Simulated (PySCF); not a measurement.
**Level of theory and adiabatic energies of losing or gaining an electron: methylamidogen anion**

Structure: `C[NH-]` ([CH4N]-).

All levels share the PBE0-D3(BJ)/ma-def2-SVP structures and the PBE0-D3(BJ)/ma-def2-SVP thermal terms; only the single-point energies (PySCF) change. Values are adiabatic energies of losing or gaining an electron (0 K, eV).

| level | detachment energy to the radical | abs. error | time |
| --- | --- | --- | --- |
| HF/ma-def2-TZVP | -1.31 | 1.74 | 1.2 s |
| PBE0-D3(BJ)/6-31G* | -0.65 | 1.09 | 2.2 s |
| PBE0-D3(BJ)/6-31G | -0.64 | 1.08 | 1.9 s |
| PBE0-D3(BJ)/cc-pVDZ | -0.63 | 1.06 | 2.8 s |
| PBE0-D3(BJ)/def2-SV(P) | -0.54 | 0.97 | 2.2 s |
| PBE0-D3(BJ)/def2-SVP | -0.53 | 0.97 | 2.7 s |
| PBE0-D3(BJ)/pcseg-1 | -0.30 | 0.73 | 2.7 s |
| PBE0-D3(BJ)/cc-pVTZ | -0.18 | 0.61 | 6.8 s |
| PBE0-D3(BJ)/def2-TZVP | -0.02 | 0.45 | 4.7 s |
| PBE0-D3(BJ)/def2-TZVPP | -0.01 | 0.44 | 6.8 s |
| BHandHLYP/ma-def2-TZVP | -0.01 | 0.44 | 5.3 s |
| PBE0-D3(BJ)/pcseg-2 | 0.09 | 0.34 | 6.6 s |
| PBE0-D3(BJ)/def2-SVPD | 0.13 | 0.31 | 4.1 s |
| PBE0-D3(BJ)/def2-QZVP | 0.15 | 0.28 | 20 s |
| PBE0-D3(BJ)/6-31+G* | 0.16 | 0.27 | 2.5 s |
| PBE0-D3(BJ)/def2-TZVPD | 0.20 | 0.23 | 6.8 s |
| M06-L/ma-def2-TZVP (grid 3) | 0.20 | 0.23 | 20 s |
| PBE0-D3(BJ)/6-311+G** | 0.23 | 0.20 | 3.6 s |
| TPSSh-D3(BJ)/ma-def2-TZVP (grid 3) | 0.23 | 0.20 | 18 s |
| PBE0-D3(BJ)/def2-QZVPPD | 0.24 | 0.19 | 23 s |
| PBE0-D3(BJ)/6-311++G(2d,2p) | 0.25 | 0.19 | 5.4 s |
| PBE0-D3(BJ)/ma-def2-TZVP | 0.25 | 0.18 | – |
| PBE0-D3(BJ)/ma-def2-SVP | 0.25 | 0.18 | 3.1 s |
| LC-ωPBE/ma-def2-TZVP | 0.26 | 0.18 | 9.7 s |
| PBE0-D3(BJ)/jun-cc-pV(T+d)Z | 0.27 | 0.16 | 8.1 s |
| B97-2/ma-def2-TZVP | 0.27 | 0.16 | 5.5 s |
| PBE0-D3(BJ)/aug-cc-pVDZ | 0.28 | 0.15 | 4.6 s |
| PBE0-D3(BJ)/aug-cc-pVTZ | 0.28 | 0.15 | 14 s |
| TPSS-D3(BJ)/ma-def2-TZVP (grid 3) | 0.30 | 0.13 | 20 s |
| PBE0-D3(BJ)/aug-pcseg-1 | 0.31 | 0.13 | 4.8 s |
| OPBE/ma-def2-TZVP | 0.34 | 0.09 | 8.3 s |
| ωB97X-D3(BJ)/ma-def2-TZVP | 0.36 | 0.08 | 5.9 s |
| M06/ma-def2-TZVP (grid 3) | 0.38 | 0.05 | 15 s |
| M06-2X/ma-def2-TZVP (grid 3) | 0.38 | 0.05 | 15 s |
| B3LYP-D3(BJ)/ma-def2-TZVP | 0.41 | 0.02 | 5.5 s |
| BLYP-D3(BJ)/ma-def2-TZVP | 0.43 | 0.00 | 8.4 s |
| ωB97M-D3(BJ)/ma-def2-TZVP (grid 3) | 0.43 | 0.00 | 17 s |
| PBE-D3(BJ)/ma-def2-TZVP | 0.48 | 0.05 | 8.4 s |
| BP86-D3(BJ)/ma-def2-TZVP | 0.59 | 0.16 | 8.3 s |
| LDA/ma-def2-TZVP | 0.77 | 0.34 | 6.7 s |
| ATcT 1.112 | 0.43 |  |  |

Times are wall times for all single points of a level on 1 thread of Arm Neoverse V2, a shared host; the dash marks the run that also made the structures. BLYP, BP86, LC-ωPBE, LDA, M06-L, OPBE, PBE, TPSS ran on a slower path of this set-up, which computes the density-fitting integrals anew in every SCF cycle while the other levels store them. So the times needn't show the usual order of cost, and those levels read slower than they are.

Hartree-Fock leaves out electron correlation, so its ionisation energies and electron affinities from energy differences mostly come out too low, often by 1 eV or more, where an electron pair is broken or made.

The spread: 2.07 eV, from -1.31 to 0.77.

Differences come from unrounded values, so a last digit can differ from that of the printed terms.
